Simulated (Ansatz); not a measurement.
Input file:

```yaml
crystal:
  periodic: [false, false, false]
  atoms:
    - {symbol: As, position_ang: [0.000000, 0.000000, 0.000000]}
    - {symbol: Na, position_ang: [0.000000, 0.000000, 5.803000]}
basis:
  gaussian: {orbitals: def2-SVPD, point_charges: [{charge: -1.00, position_ang: [4.113, 0.820, -0.688]}]}
total_charge: 1
magnetization: {spin_polarized: true, initial_magnetization: 1}
correlation: {method: ccsd, electrons: outside_noble_gas}
scf: {lower_state_search: off}
```

```sh
$ ansatz run in.yaml --threads 1 --pin off --events-out ev --progress --plain --max-ram 2393MiB
```

Question: Roughly how long does this take on 1 thread of Arm Neoverse N1, shared host, and how much host memory?

Answer: 1.9 s wall and 0.18 GiB.

```
these checks for a lower state are left out or cut short: stability, starts, cluster_reference, orbital_swaps, neighbouring_geometries, increment
521 factors; integrals over basis functions are off by at most 2.8e-4 eV
mean field evaluation 1: about -65185.2849 eV, gradient 9.3e0 eV
mean field evaluation 2: about -65185.2860 eV, gradient 9.3e0 eV
mean field evaluation 4: about -65185.7219 eV, gradient 7.0e-1 eV
mean field evaluation 8: about -65185.7313 eV, gradient 8.4e-2 eV
mean field evaluation 16: about -65186.8726 eV, gradient 1.2e-1 eV
mean field -65186.87372169 eV, -2395.5734240222 hartree, gradient 1.2e-6 eV, S^2 1.771738; 0 other end points of the search recorded, 0 dependent functions left out
19 core orbitals not correlated: weight in the atoms' cores, before any rotation towards them, 1.000 or more for the frozen orbitals, at most 0.000 for the correlated occupied ones
reference -65186.87372169 eV, -2395.5734240222 hartree; 3, 2 occupied and 34, 35 virtual orbitals, 521 factors
second order -1.34552708 eV of doubles, -0.00000000 eV of singles
cycle   1  -1.69096391 eV  change   -3.5e-1 eV  update   5.8e-2
cycle   2  -1.87570557 eV  change   -1.8e-1 eV  update   3.6e-2
cycle   3  -1.93192781 eV  change   -5.6e-2 eV  update   2.7e-2
cycle   4  -2.01091393 eV  change   -7.9e-2 eV  update   2.2e-2
cycle   5  -2.09732709 eV  change   -8.6e-2 eV  update   1.6e-2
cycle   6  -2.09672382 eV  change    6.0e-4 eV  update   7.9e-3
cycle   7  -2.10539112 eV  change   -8.7e-3 eV  update   6.1e-3
cycle   8  -2.12827026 eV  change   -2.3e-2 eV  update   4.3e-3
cycle   9  -2.12192582 eV  change    6.3e-3 eV  update   2.6e-3
cycle  10  -2.12065303 eV  change    1.3e-3 eV  update   1.2e-3
cycle  11  -2.12342204 eV  change   -2.8e-3 eV  update   6.8e-4
cycle  12  -2.12165235 eV  change    1.8e-3 eV  update   4.1e-4
cycle  13  -2.12226907 eV  change   -6.2e-4 eV  update   2.6e-4
cycle  14  -2.12218625 eV  change    8.3e-5 eV  update   2.0e-4
cycle  15  -2.12214238 eV  change    4.4e-5 eV  update   1.6e-4
cycle  16  -2.12219996 eV  change   -5.8e-5 eV  update   9.3e-5
cycle  17  -2.12215475 eV  change    4.5e-5 eV  update   5.7e-5
cycle  18  -2.12217915 eV  change   -2.4e-5 eV  update   4.1e-5
cycle  19  -2.12220735 eV  change   -2.8e-5 eV  update   3.0e-5
cycle  20  -2.12219229 eV  change    1.5e-5 eV  update   2.2e-5
cycle  21  -2.12219390 eV  change   -1.6e-6 eV  update   1.5e-5
cycle  22  -2.12218817 eV  change    5.7e-6 eV  update   1.1e-5
cycle  23  -2.12219648 eV  change   -8.3e-6 eV  update   7.1e-6
cycle  24  -2.12220369 eV  change   -7.2e-6 eV  update   3.8e-6
cycle  25  -2.12220664 eV  change   -2.9e-6 eV  update   2.4e-6
Total energy: -65188.99592833 eV, -2395.6514136776 hartree
Checks for a lower state left out: stability, starts, cluster_reference, orbital_swaps, neighbouring_geometries, increment
```
